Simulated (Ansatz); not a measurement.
`COC(C)OC` → `CC(O)CCO`  (isomerisation)

Isolated molecules relaxed with PBE0-D4/def2-TZVP in Ansatz; ΔE leaves out vibrations. CBS: MP2 limit from def2 TZ/QZ plus the TZ coupled-cluster correction, frozen cores. One conformer a species, not always the lowest.

| species | CCSD(T)/CBS(def2) energy (Eh) |
| --- | --- |
| `COC(C)OC` | -308.54987 |
| `CC(O)CCO` | -308.57703 |

Task: Work out ΔE.

Result: ΔE = (-308.57703) − (-308.54987) = -0.02716 Eh = -71.3 kJ/mol.

Largest T1 diagnostic among the species: 0.011.

In def2-TZVPP, CCSD(T) changes the Hartree–Fock value by −19.4 kJ/mol (the triples alone add −0.6 kJ/mol) and MP2 by −26.0 kJ/mol. From PBE to PBE0 (25 % exact exchange), in def2-TZVPP and without D4, ΔE moves by −3.3 kJ/mol.
